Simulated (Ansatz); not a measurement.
# CH₄AlN: one structure at several levels

An exercise on one series of results from a longer session: the logs are not shown, and one member is left open.

Program: Ansatz 0.2.0, Gaussian basis. Level of theory: single points in def2-TZVPP. These are calculated values, not measurements.

Correlated methods freeze the cores.

**Starting geometry**

SMILES `[CH2]1[NH][AlH]1`, 7 atoms, charge 0, spin multiplicity 1.

Atoms are counted from 1 here; the program's logs count them from 0.

Bond lengths: C1–N2 1.598 Å, C1–Al3 1.977 Å, C1–H4 1.097 Å, C1–H5 1.208 Å, N2–Al3 1.794 Å, N2–H6 0.951 Å, Al3–H7 1.676 Å. Angles: N2–C1–Al3 59.1°, N2–C1–H4 110.3°, N2–C1–H5 112.4°, Al3–C1–H4 122.2°, Al3–C1–H5 126.1°, H4–C1–H5 110.7°, C1–N2–Al3 71.0°, C1–N2–H6 116.0°, Al3–N2–H6 172.7°, C1–Al3–N2 49.9°, C1–Al3–H7 157.4°, N2–Al3–H7 152.7°.

Geometry (Å):

```xyz
7
CH4AlN
C    -0.5409   -0.0093   -0.6808
N    -0.2221    0.4170    0.8259
Al    1.1471   -0.5538    0.1929
H    -1.4211   -0.6640   -0.7125
H    -0.6910    0.9444   -1.4061
H    -0.8730    0.9642    1.2506
H     2.6547   -1.2726    0.3343
```

The first run:

Input file run/in.yaml:

```yaml
crystal:
  periodic: [false, false, false]
  atoms:
    - {symbol: C, position_ang: [-0.540900, -0.009300, -0.680800]}
    - {symbol: N, position_ang: [-0.222100, 0.417000, 0.825900]}
    - {symbol: Al, position_ang: [1.147100, -0.553800, 0.192900]}
    - {symbol: H, position_ang: [-1.421100, -0.664000, -0.712500]}
    - {symbol: H, position_ang: [-0.691000, 0.944400, -1.406100]}
    - {symbol: H, position_ang: [-0.873000, 0.964200, 1.250600]}
    - {symbol: H, position_ang: [2.654700, -1.272600, 0.334300]}
basis:
  gaussian: {orbitals: def2-TZVPP}
correlation: {method: ccsd_t}
output: {forces: true}
```

The command line of these runs was not kept.

Steps of the session up to this table: CCSD(T)/def2-TZVPP; PBE0-D4/def2-TZVPP; wB97M-V/def2-TZVPP; r2SCAN-D4/def2-TZVPP; PBE-D4/def2-TZVPP; BLYP-D4/def2-TZVPP; SPW92/def2-TZVPP.

One of the session's tables, all rows but one given; the rest of the session is left out.

```
   method  RMS force component (eV/Å)  angle to CCSD(T) forces (°)  dipole (D)
  CCSD(T)                       1.524                    reference        0.94
  PBE0-D4                           ?                            ?           ?
  wB97M-V                       1.576                          4.4        1.07
r2SCAN-D4                       1.554                          3.9        0.90
   PBE-D4                       1.551                          5.4        0.78
  BLYP-D4                       1.489                          4.9        0.79
    SPW92                       1.712                          9.7        0.78
```

**Question.** Estimate the row for PBE0-D4.

**Answer.** RMS force component (eV/Å): 1.605; angle to CCSD(T) forces (°): 6.1; dipole (D): 0.99. In the column «RMS force component (eV/Å)» it lies between wB97M-V (1.576) and SPW92 (1.712).
